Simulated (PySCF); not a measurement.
**Fractional electron number in F⁻ (fluorine, charge -1)**

The 2p beta orbital of [Ne] is emptied in steps (occupation f), with all orbitals relaxed, ending at [He] 2s2 2p5. Calculation: PySCF 2.14, in aug-pcseg-2; no relativity, point nucleus. The exact energy is a straight line in f; departures are measured from the line between the end points of the same method.

| f | LDA (eV) | PBE (eV) | PBE0 (eV) | r2SCAN (eV) | HSE06 (eV) | TPSS (eV) |
| --- | --- | --- | --- | --- | --- | --- |
| 1 | 0.000 | 0.000 | 0.000 | 0.000 | 0.000 | 0.000 |
| 0.8 | -0.894 | -0.846 | -0.512 | -0.748 | -0.578 | -0.808 |
| 0.6 | -1.380 | -1.301 | -0.792 | -1.135 | -0.890 | -1.241 |
| 0.4 | -1.414 | -1.327 | -0.811 | -1.141 | -0.908 | -1.264 |
| 0.2 | -0.962 | -0.897 | -0.550 | -0.765 | -0.613 | -0.854 |
| 0 | 0.000 | 0.000 | 0.000 | 0.000 | 0.000 | 0.000 |

| method | E(f=0) − E(f=1) (eV) | −ε at f=1 (eV) | −ε at f=0.4 (eV) |
| --- | --- | --- | --- |
| LDA | 4.147 | -1.261 | 5.168 |
| PBE | 3.682 | -1.448 | 4.674 |
| PBE0 | 3.260 | 0.188 | 3.856 |
| r2SCAN | 3.329 | -1.253 | 4.257 |
| HSE06 | 3.265 | -0.223 | 3.949 |
| TPSS | 3.438 | -1.473 | 4.392 |

Orbital energy along the path (eV):

```json
{"f": "1", "LDA": "1.261", "PBE": "1.448", "PBE0": "-0.188", "r2SCAN": "1.253", "HSE06": "0.223", "TPSS": "1.473"}
{"f": "0.8", "LDA": "-0.657", "PBE": "-0.394", "PBE0": "-1.248", "r2SCAN": "-0.468", "HSE06": "-1.009", "TPSS": "-0.303"}
{"f": "0.6", "LDA": "-2.815", "PBE": "-2.452", "PBE0": "-2.493", "r2SCAN": "-2.337", "HSE06": "-2.422", "TPSS": "-2.275"}
{"f": "0.4", "LDA": "-5.168", "PBE": "-4.674", "PBE0": "-3.856", "r2SCAN": "-4.257", "HSE06": "-3.949", "TPSS": "-4.392"}
{"f": "0.2", "LDA": "-7.667", "PBE": "-6.995", "PBE0": "-5.285", "r2SCAN": "-6.171", "HSE06": "-5.532", "TPSS": "-6.595"}
{"f": "0", "LDA": "-10.260", "PBE": "-9.336", "PBE0": "-6.729", "r2SCAN": "-8.137", "HSE06": "-7.126", "TPSS": "-8.811"}
```

At f = 1 the orbital energy is positive for LDA, PBE, r2SCAN, HSE06, TPSS: only the finite basis holds the electron.

Reference removal energy between the ground levels: 3.401 eV (measured; photodetachment measurements, as compiled on the Wikipedia data page of electron affinities). The calculation has no spin-orbit coupling.
